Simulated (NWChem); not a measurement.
Molecule: C2H3, doublet; SMILES [CH]=C

Computed with NWChem. Pople sets run with spherical d functions. Spin-unrestricted. In the optimisation the excess spin sits in a' (Cs, its own frame). All runs use the structure optimised with PBE0/def2-SVP, spin-unrestricted. No stability test was run on the SCF state. Vertical excitations in the gas phase. Excited states of an open shell can be spin-contaminated.

**Question.** Predict the results for PBE0/6-31+G*, TDA. Quantities: lowest excitation (eV); oscillator strength of that lowest state; lowest empty minus highest occupied level, either spin (eV).

**Answer.** 
```json
{
 "lowest excitation (eV)": "3.54",
 "oscillator_strength_of_that_lowest_state": "0.002",
 "lowest empty minus highest occupied level, either spin (eV)": "5.17"
}
```
